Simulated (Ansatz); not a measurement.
Reaction (SMILES): F[CH]F → F[CH-]F (an electron is taken up)
B3LYP-D3(BJ)/def2-TZVP geometries, fixed; electronic energies without zero-point terms; positive where energy is released.

Basis-set convergence of the adiabatic electron affinity at B2PLYP with Ansatz (an electronic-structure program). Cartesian d functions, on some or all atoms, in 6-31G*, 6-31+G*; all else is spherical. Cores are frozen. Open shells are unrestricted. No added dispersion term, no relativity. Functions are those of the species that has most. Reference: the value in aug-pcseg-3, 0.580 eV, itself unsure by roughly 0.014 eV (its mean distance from aug-cc-pVQZ, def2-QZVPPD). Deviations are taken from unrounded values.

```json
[
 {"basis": "6-31G*", "functions": "47", "adiabatic electron affinity (eV)": "-0.538"},
 {"basis": "6-31+G*", "functions": "59", "adiabatic electron affinity (eV)": "0.630"},
 {"basis": "cc-pVDZ", "functions": "47", "adiabatic electron affinity (eV)": "-0.311"},
 {"basis": "aug-cc-pVDZ", "functions": "78", "adiabatic electron affinity (eV)": "0.699"},
 {"basis": "def2-SVP", "functions": "47", "adiabatic electron affinity (eV)": "-0.332"},
 {"basis": "def2-SVPD", "functions": "74", "adiabatic electron affinity (eV)": "0.552"},
 {"basis": "pcseg-1", "functions": "47", "adiabatic electron affinity (eV)": "0.113"},
 {"basis": "aug-pcseg-1", "functions": "78", "adiabatic electron affinity (eV)": "0.685"},
 {"basis": "6-311G**", "functions": "60", "adiabatic electron affinity (eV)": "-0.081"},
 {"basis": "6-311+G**", "functions": "72", "adiabatic electron affinity (eV)": "0.610"},
 {"basis": "def2-TZVP", "functions": "99", "adiabatic electron affinity (eV)": "0.337"},
 {"basis": "def2-TZVPD", "functions": "126", "adiabatic electron affinity (eV)": "0.550"},
 {"basis": "cc-pVTZ", "functions": "104", "adiabatic electron affinity (eV)": "0.120"},
 {"basis": "aug-cc-pVTZ", "functions": "161", "adiabatic electron affinity (eV)": "0.599"},
 {"basis": "pcseg-2", "functions": "104", "adiabatic electron affinity (eV)": "0.429"},
 {"basis": "aug-pcseg-2", "functions": "161", "adiabatic electron affinity (eV)": "0.577"},
 {"basis": "def2-TZVPP", "functions": "107", "adiabatic electron affinity (eV)": "0.340"},
 {"basis": "def2-TZVPPD", "functions": "134", "adiabatic electron affinity (eV)": "0.551"},
 {"basis": "cc-pVQZ", "functions": "195", "adiabatic electron affinity (eV)": "0.345"},
 {"basis": "aug-cc-pVQZ", "functions": "286", "adiabatic electron affinity (eV)": "0.594"},
 {"basis": "def2-QZVPP", "functions": "201", "adiabatic electron affinity (eV)": "0.476"},
 {"basis": "def2-QZVPPD", "functions": "228", "adiabatic electron affinity (eV)": "0.567"},
 {"basis": "pcseg-3", "functions": "213", "adiabatic electron affinity (eV)": "0.546"},
 {"basis": "aug-pcseg-3", "functions": "304", "adiabatic electron affinity (eV)": "0.580"}
]
```

What the diffuse functions change, pair by pair:
- 6-31G* to 6-31+G*: 12 more functions, deviation -1.118 to 0.050 eV
- cc-pVDZ to aug-cc-pVDZ: 31 more functions, deviation -0.892 to 0.119 eV
- def2-SVP to def2-SVPD: 27 more functions, deviation -0.912 to -0.028 eV
- pcseg-1 to aug-pcseg-1: 31 more functions, deviation -0.467 to 0.105 eV
- 6-311G** to 6-311+G**: 12 more functions, deviation -0.661 to 0.030 eV
- def2-TZVP to def2-TZVPD: 27 more functions, deviation -0.243 to -0.030 eV
- cc-pVTZ to aug-cc-pVTZ: 57 more functions, deviation -0.460 to 0.019 eV
- pcseg-2 to aug-pcseg-2: 57 more functions, deviation -0.151 to -0.004 eV
- def2-TZVPP to def2-TZVPPD: 27 more functions, deviation -0.240 to -0.029 eV
- cc-pVQZ to aug-cc-pVQZ: 91 more functions, deviation -0.235 to 0.014 eV
- def2-QZVPP to def2-QZVPPD: 27 more functions, deviation -0.104 to -0.013 eV
- pcseg-3 to aug-pcseg-3: 91 more functions, deviation -0.034 to 0.000 eV

Leaving out the reference's own pair, they bring the value nearer the reference by more than 0.014 eV in 11 of 11 pairs.
